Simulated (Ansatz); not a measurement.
**C2H5S+: one structure at several levels**

The task here is to estimate one member of a computed series from the others.

Method: single points in def2-TZVPP; program: Ansatz 0.2.0, Gaussian basis.

Correlated methods freeze the cores.

## Where the work starts

SMILES `CC=[SH+]`, 8 atoms, charge 1, spin multiplicity 1.

Atoms are counted from 1 here; the program's logs count them from 0.

Bond lengths: C1–C2 1.456 Å, C1–H4 1.069 Å, C1–H5 1.094 Å, C1–H6 1.039 Å, C2–S3 1.644 Å, C2–H7 1.028 Å, S3–H8 1.387 Å. Angles: C2–C1–H4 105.1°, C2–C1–H5 102.0°, C2–C1–H6 114.5°, H4–C1–H5 97.5°, H4–C1–H6 119.6°, H5–C1–H6 115.6°, C1–C2–S3 118.5°, C1–C2–H7 126.2°, S3–C2–H7 115.2°, C2–S3–H8 96.9°.

Geometry (Å):

```
C    -0.50170    0.80520   -0.37150
C     0.35390   -0.30950    0.01070
S    -0.05160   -1.19060    1.33830
H    -0.71360    0.65030   -1.40750
H     0.22290    1.61610   -0.49410
H    -1.28050    0.99590    0.28900
H     1.22490   -0.59430   -0.45450
H     0.98780   -2.10490    1.25590
```

The first run:

run/in.yaml reads:

```yaml
crystal:
  periodic: [false, false, false]
  atoms:
    - {symbol: C, position_ang: [-0.501700, 0.805200, -0.371500]}
    - {symbol: C, position_ang: [0.353900, -0.309500, 0.010700]}
    - {symbol: S, position_ang: [-0.051600, -1.190600, 1.338300]}
    - {symbol: H, position_ang: [-0.713600, 0.650300, -1.407500]}
    - {symbol: H, position_ang: [0.222900, 1.616100, -0.494100]}
    - {symbol: H, position_ang: [-1.280500, 0.995900, 0.289000]}
    - {symbol: H, position_ang: [1.224900, -0.594300, -0.454500]}
    - {symbol: H, position_ang: [0.987800, -2.104900, 1.255900]}
basis:
  gaussian: {orbitals: def2-TZVPP}
total_charge: 1
correlation: {method: ccsd_t}
output: {forces: true}
```

No record of the launch command was kept for these runs.

Among the steps run: CCSD(T)/def2-TZVPP; PBE0-D4/def2-TZVPP; wB97M-V/def2-TZVPP; r2SCAN-D4/def2-TZVPP; PBE-D4/def2-TZVPP; BHLYP-D4/def2-TZVPP; wB97X-V/def2-TZVPP.

One of the session's tables, all rows but one given; the rest of the session is left out.

```
   method  RMS force component (eV/Å)  angle to CCSD(T) forces (°)
  CCSD(T)                       1.151                    reference
  PBE0-D4                           ?                            ?
  wB97M-V                       1.180                          6.2
r2SCAN-D4                       1.179                          9.6
   PBE-D4                       1.207                         13.4
 BHLYP-D4                       1.204                         10.2
  wB97X-V                       1.236                          5.8
```

**Question.** Estimate the row for PBE0-D4.

**Answer.** RMS force component (eV/Å): 1.219; angle to CCSD(T) forces (°): 9.4. In the column «RMS force component (eV/Å)» it lies between PBE-D4 (1.207) and wB97X-V (1.236).
